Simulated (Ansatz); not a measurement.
Basis-set extrapolation for C4H8O2, SMILES `C=C(OC)OC` (PBE0-D4/def2-TZVP geometry, frozen core, the Gaussian-basis code of Ansatz). Multiplicity 1, RHF reference.

```csv
,def2-TZVPP,def2-QZVPP
HF,-305.933496,-305.947753
MP2 correlation,-1.140326,-1.221122
CCSD(T) correlation,-1.228343,not run
```

Energies in hartree. Use E(X) = E(∞) + A·exp(−7.88·√X) for Hartree–Fock and E(X) = E(∞) + B·X^(−2.97) for correlation, with X = 3 and 4, and add CCSD(T) minus MP2 of the smaller set to the MP2 limit.

Task: What is the CCSD(T) energy at the basis-set limit?

Result: HF limit: -305.947753 + (-0.014257) × 0.13774 = -305.94972. MP2 limit: -1.221122 + (-0.080796) × 0.74074 = -1.28097. Higher-order term: -1.228343 − (-1.140326) = -0.08802. Total: -307.31871 hartree, 411.9 kJ/mol below CCSD(T)/def2-TZVPP.
